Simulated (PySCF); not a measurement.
**CISD/STO-6G run of SiH4S (Si(SH)H3)**

Aim: the energy change on altering one bond length of SiH4S (Si(SH)H3) at CISD/STO-6G, from 2 runs. 

The calculation is run with PySCF 2.14.0.

6 further runs of the same task are left out: 6 set aside as unsound or not needed.

## Step 1: The system as given

The species is SiH4S (6 atoms), meant as a singlet with charge 0. As SMILES, `[H][Si]([H])([H])S`. Geometry: relaxed at GFN2-xTB.

Bond lengths: Si1–S2 2.147 Å, S2–H3 1.325 Å, Si1–H4 1.452 Å, Si1–H5 1.457 Å, Si1–H6 1.458 Å. Angles: Si1–S2–H3 97.0°, S2–Si1–H4 103.2°, S2–Si1–H5 107.7°, S2–Si1–H6 107.7°, H4–Si1–H5 113.2°, H4–Si1–H6 113.1°, H5–Si1–H6 111.3°.

## Step 2: A single-point energy at CISD/STO-6G

Contents of run.py:

```python
from pyscf import gto, scf, ci

mol = gto.M(
    atom='''
Si     0.380232    -0.027477    -1.029107
S      0.479461     0.037454     3.026340
H     -1.997081     0.113213     3.392512
H      3.034919    -0.039098    -1.719556
H     -0.950967     2.231011    -1.871131
H     -0.946564    -2.315103    -1.799057
''',
    basis='sto-6g',
    unit='bohr',
    max_memory=1860,
    verbose=3,
)

myscf = scf.RHF(mol)
myscf.conv_tol = 1e-10
myscf.kernel()
if not myscf.converged:
    myscf = myscf.newton().run(myscf.mo_coeff, myscf.mo_occ)

cisd = ci.CISD(myscf, frozen=10)
cisd.kernel()
etot = cisd.e_tot
print('E = %.10f Eh' % etot)
```

Launch:

```bash
OMP_NUM_THREADS=1 python run.py
```

Log:

```text
converged SCF energy = -686.403033936344
E(RCISD) = -686.489761827367  E_corr = -0.0867278910229102
E = -686.4897618274 Eh
```

It took 0.85 s on 1 thread of Intel Xeon 6975P-C (Granite Rapids), shared host; peak memory 0.1 GiB.

## Step 3: The distorted shape, same level

Contents of job.py:

```python
from pyscf import gto, ci

system = gto.Mole()
system.atom = '''
Si    -0.922640    -0.009620    -0.252281
S     -0.870130     0.024740     1.893769
H     -2.180660     0.064830     2.087539
H      1.606010    -0.020690    -0.909950
H     -1.627080     1.185520    -0.697861
H     -1.624750    -1.220180    -0.659721
'''
system.charge = 0
system.spin = 0
system.verbose = 3
system.max_memory = 1860
system.basis = 'sto-6g'
system.build()

mf = system.RHF()
mf.conv_tol = 1e-10
mf.kernel()
if not mf.converged:
    mf = mf.newton().run(mf.mo_coeff, mf.mo_occ)

cisd = ci.CISD(mf, frozen=10)
cisd.kernel()
energy = cisd.e_tot
print('Final energy', energy)
```

Launch:

```bash
OMP_NUM_THREADS=1 python job.py
```

Log:

```text
converged SCF energy = -686.162275566659
E(RCISD) = -686.3187483706653  E_corr = -0.1564728040058017
Final energy -686.3187483706653
```

Run time: 1 s. Hardware: 1 thread of Intel Xeon 6975P-C (Granite Rapids), shared host; peak memory 0.12 GiB.

## Step 4: What came out

Level: CISD/STO-6G, 10 core orbitals frozen.

| quantity | value |
| --- | --- |
| first shape: total energy | -686.48976 Eh |
| first shape: dipole moment (Hartree–Fock density) | 1.52 D |
| first shape: HOMO energy (Hartree–Fock orbitals) | -6.97 eV |
| first shape: LUMO energy (Hartree–Fock orbitals) | 11.17 eV |
| first shape: HOMO–LUMO gap (Hartree–Fock orbitals) | 18.14 eV |
| first shape: correlation energy (10 core orbitals frozen) | -86.7 mEh |
| distorted shape: total energy | -686.31875 Eh |
| distorted shape: dipole moment (Hartree–Fock density) | 1.99 D |
| distorted shape: HOMO energy (Hartree–Fock orbitals) | -6.32 eV |
| distorted shape: LUMO energy (Hartree–Fock orbitals) | 3.72 eV |
| distorted shape: HOMO–LUMO gap (Hartree–Fock orbitals) | 10.04 eV |
| distorted shape: correlation energy (10 core orbitals frozen) | -156.5 mEh |
| energy change with the Si1–H4 bond stretched from 1.452 to 2.613 Å | 4.654 eV |

What this shows: One bond (distorted shape) is far stretched, which a spin-restricted single reference describes badly; a broken-symmetry solution may lie lower. With the Si1–H4 bond stretched from 1.452 to 2.613 Å the energy rises by 4.65 eV (449 kJ/mol). The first shape isn't relaxed at this level, so the change isn't measured from a minimum. A restricted reference can't describe the breaking bond well at this length. The minimal basis adds a large error of its own. Mulliken charges (first shape) of the mean-field density run from -0.16 on H6 to +0.62 on Si1. Mulliken charges (distorted shape) of the mean-field density run from -0.15 on H4 to +0.58 on Si1; they depend strongly on the basis.
